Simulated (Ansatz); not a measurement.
CH$_{3}$ClMg (`[CH3][Mg][Cl]`). Charge 0, multiplicity 1. The structure was optimised at the PBE0-D4/def2-TZVP level.

```xyz
6

C     0.498   -0.330   -0.611
Mg   -0.707    0.468    0.866
Cl   -1.986    1.315    2.433
H     0.046   -0.218   -1.600
H     0.675   -1.397   -0.449
H     1.475    0.163   -0.639
```

(1) What is the dipole moment at PBE/def2-TZVPP? (An estimate is asked.)

(2) And with r2SCAN, B3LYP, ωB97M-V? (Best estimate.)

(3) Give the Mulliken charges with PBE, ωB97M-V, B3LYP in def2-TZVPP. (Estimate.)

Answers

(1) The calculation gave: 2.17 D, with components (1.26, -0.84, -1.55) D in this frame, pointing from negative to positive charge.

(2) The calculation gave: r2SCAN 2.13 D, B3LYP 2.15 D, ωB97M-V 2.11 D.

(3) Computed: 
```json
{"atom": "C1", "PBE": "-0.64", "ωB97M-V": "-0.72", "B3LYP": "-0.65"}
{"atom": "Mg2", "PBE": "0.70", "ωB97M-V": "0.75", "B3LYP": "0.75"}
{"atom": "Cl3", "PBE": "-0.43", "ωB97M-V": "-0.42", "B3LYP": "-0.44"}
{"atom": "H4", "PBE": "0.12", "ωB97M-V": "0.13", "B3LYP": "0.12"}
{"atom": "H5", "PBE": "0.12", "ωB97M-V": "0.13", "B3LYP": "0.12"}
{"atom": "H6", "PBE": "0.12", "ωB97M-V": "0.13", "B3LYP": "0.12"}
```

B3LYP here is the variant with VWN-RPA as its local correlation; programs differ in this.
